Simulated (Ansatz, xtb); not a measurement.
## H3N2O: 3 structures ranked

3 gas-phase structures of H3N2O, found in a search over its isomers (lower ones may exist). Each was relaxed with GFN2-xTB; where two conformers were screened, the lower at r2SCAN-D4/def2-SVP is listed:

A. `N[N]O`, a doublet
B. `NN[O]`, a doublet
C. `[NH]NO`, a doublet

Make a reasoned guess at their ranking by r2SCAN-D4/def2-SVP single-point energy.

Calculated order at r2SCAN-D4/def2-SVP: B (0.0), A (3.4), C (57.0) kJ/mol. Less than 1 kcal/mol parts B and A, so the order within that pair means little. CCSD(T)/def2-TZVP after further relaxation puts A lowest instead.

Energies above the lowest of each column, in kJ/mol; the last columns are at PBE0-D3(BJ)/def2-SVP geometries (a dash: not run or not comparable):

```
structure  GFN2-xTB  HF/STO-3G  r2SCAN-D4/def2-SVP  PBE0-D3(BJ)/def2-SVP  CCSD(T)/def2-TZVP
        B      20.9       47.3                 0.0                   0.0                6.7
        A       0.0        0.0                 3.4                   8.5                0.0
        C      42.2      102.3                57.0                  63.3                  –
```

CCSD(T)/def2-TZVP puts A lowest of those it was run on; r2SCAN-D4/def2-SVP picks B, PBE0-D3(BJ)/def2-SVP picks B. CCSD(T)/def2-TZVP orders those it was run on as A (0.0), B (6.7) kJ/mol. Some further structures that were screened fall inside this span and aren't listed. Flexible structures stand in one conformer each, not always the lowest. Frequencies (PBE0-D3(BJ)/def2-SVP) were run for A, B alone. Open shells are spin-unrestricted.

Programs: Ansatz 0.2.0, xtb 6.7.1.
